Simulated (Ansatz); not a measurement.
Input for Ansatz (development build ahead of 0.2.0):

```yaml
crystal:
  periodic: [false, false, false]
  atoms:
    - { symbol: S, position_ang: [0.0, 0.0, 0.0] }
    - { symbol: O, position_ang: [0.0, 0.0, 4.648] }
    - { symbol: H, position_ang: [1.2322, 0.0, -0.5515] }
    - { symbol: H, position_ang: [0.8671, 0.0, 5.0361] }
basis:
  gaussian: { orbitals: pcseg-2 }
magnetization:
  initial_magnetization: 2
hamiltonian:
  xc: pbe
```

The input is written out in the form of the current development build from the run's settings.

Output:

| Item | Value |
| --- | --- |
| Converged | yes |
| Total energy | -474.26727 hartree |
| Spin squared of the determinant | 2.000 |
| Stability test | minimum among restricted orbitals |

Caution: stretched shape with no unrestricted run beside it, a lower state can exist; charge can spread falsely over distant fragments; other spin multiplicities may lie lower.
